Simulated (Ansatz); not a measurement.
Basis-set series for FH₃OSi (`O[SiH2]F`). Charge 0, multiplicity 1. The geometry is a stationary point of PBE0-D4/def2-TZVP. It is one conformer, not always the lowest.

```xyz
6

O     0.745    0.673    0.782
Si   -0.355   -0.108   -0.132
F    -0.200   -1.689    0.014
H     1.665    0.660    0.517
H    -1.678    0.276    0.392
H    -0.177    0.188   -1.573
```

```json
{"functional": "PBE0-D4", "basis": "def2-SVP", "functions": "61", "energy (Eh)": "-465.92772", "HOMO (eV)": "-9.17", "LUMO (eV)": "1.12"}
{"functional": "PBE0-D4", "basis": "def2-TZVPP", "functions": "146", "energy (Eh)": "-466.26607", "HOMO (eV)": "-9.32", "LUMO (eV)": "0.37"}
{"functional": "ωB97M-V", "basis": "def2-SVP", "functions": "61", "energy (Eh)": "-466.15123", "HOMO (eV)": "-11.43", "LUMO (eV)": "2.90"}
{"functional": "ωB97M-V", "basis": "def2-TZVPP", "functions": "146", "energy (Eh)": "-466.49482", "HOMO (eV)": "-11.63", "LUMO (eV)": "1.91"}
```

Problem. Give the rows for def2-QZVPP. (An estimate is asked.)

Solution. Computed: 
```csv
functional,basis,functions,energy (Eh),HOMO (eV),LUMO (eV)
PBE0-D4,def2-QZVPP,274,-466.28698,-9.36,0.07
ωB97M-V,def2-QZVPP,274,-466.51437,-11.66,1.39
```

Positive LUMOs are unbound and depend on the basis.
